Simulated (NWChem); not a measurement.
AlF₃; SMILES [F][Al]([F])[F]

```xyz
4

Al     0.0000     0.0000     0.0000
F     -0.4630    -1.5733     0.0000
F     -1.1310     1.1876     0.0000
F      1.5940     0.3857     0.0000
```
Atoms are numbered in this order, from 1.

Geometry: optimised at B3LYP/6-31G* (spherical d).

Problem. List the 6 lowest vertical singlet excitations from PBE/6-31G* (spherical d), full TDDFT (NWChem).

Solution. 
```tsv
state	energy (eV)	oscillator strength	leading excitation (squared amplitude)
S1	6.93	0.000	HOMO → LUMO (1.00)
S2	7.38	0.000	HOMO−1 → LUMO (1.00)
S3	7.38	0.000	HOMO−2 → LUMO (1.00)
S4	7.70	0.057	HOMO−3 → LUMO (0.97)
S5	7.70	0.057	HOMO−4 → LUMO (0.97)
S6	8.19	0.151	HOMO−5 → LUMO (0.99)
```
